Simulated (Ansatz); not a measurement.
# HN2P: the cost of one run

Method: def2-TZVPP, core rule «outside noble gas», up to 7 orbitals frozen; program: Ansatz 0.2.0, Gaussian basis.

The runs, in order: UHF; ROHF; CCSD(T) on UHF.

2 further runs of the same task are left out: 2 set aside as unsound or not needed.

### Step 1. The geometry

The geometry is a PBE0/def2-TZVP stationary point (not a proven minimum) of the parent state, kept for this charge and spin.

4 atoms, charge 1, spin multiplicity 2.

Atoms are counted from 1 here; the program's logs count them from 0.

Bond lengths: N1–P2 1.486 Å, P2–N3 1.527 Å, N3–H4 1.012 Å. Angles: N1–P2–N3 168.5°, P2–N3–H4 120.8°.

### Step 2. UHF

File in.yaml:

```yaml
crystal:
  periodic: [false, false, false]
  atoms:
    - {symbol: N, position_ang: [0.000000, -0.027711, 1.525986]}
    - {symbol: P, position_ang: [0.000000, 0.061437, 0.042687]}
    - {symbol: N, position_ang: [0.000000, -0.153780, -1.468917]}
    - {symbol: H, position_ang: [0.000000, 0.634112, -2.104818]}
basis:
  gaussian: {orbitals: def2-TZVPP}
total_charge: 1
magnetization: {spin_polarized: true, initial_magnetization: 1}
hamiltonian: {xc: hf}
output: {orbitals: {seedname: orbitals}}
```

Run with:

```
ansatz run in.yaml --threads 1 --pin off --events-out ev --progress --plain --max-ram 2560MiB --backend cpu
```

Q: Estimate wall time and peak memory on 1 thread of AMD EPYC 7R13, shared host.

About 10 s, with a peak of 0.27 GiB.
